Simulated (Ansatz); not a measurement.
Grey tin (α-Sn) was calculated with r²SCAN+rVV10 in Ansatz (plane waves, PAW).

Numerical settings: plane-wave cutoff 600 eV, 20×20×20 k mesh, Fermi–Dirac smearing 0.05 eV, scalar-relativistic PAW data made under PBE.

Cell (relaxed at this level):

```yaml
crystal:
  lattice:
    - [0.00000, 3.26615, 3.26615]
    - [3.26615, 0.00000, 3.26615]
    - [3.26615, 3.26615, 0.00000]
  atoms:
    - { symbol: Sn, position: [0.50000, 0.50000, 0.50000] }
    - { symbol: Sn, position: [0.75000, 0.75000, 0.75000] }
```

**Question.** What does this level give for the elastic constant C44, elastic constant C12, Voigt–Reuss–Hill shear modulus (Hill average) and elastic constant C11?

**Answer.** 
- elastic constant C44: 32.1 GPa
- elastic constant C12: 33.4 GPa
- Voigt–Reuss–Hill shear modulus (Hill average): 25.3 GPa
- elastic constant C11: 68.8 GPa

Measured, for comparison: elastic constant C44 36.2 GPa, elastic constant C12 29.3 GPa, elastic constant C11 69 GPa (low temperature, zero-point motion not removed; as tabulated in Tanner et al. (2021), arXiv:2110.11888). Computed (rounded) less measured: elastic constant C44 -11 %, elastic constant C12 +14 %, elastic constant C11 -0.3 %.

Note: the solid has no gap at this level, which affects its response.

Elastic constants are with the ions relaxed.

Spin–orbit coupling is not included.

Static lattice: no zero-point or thermal effects.

Ansatz is an electronic-structure program.
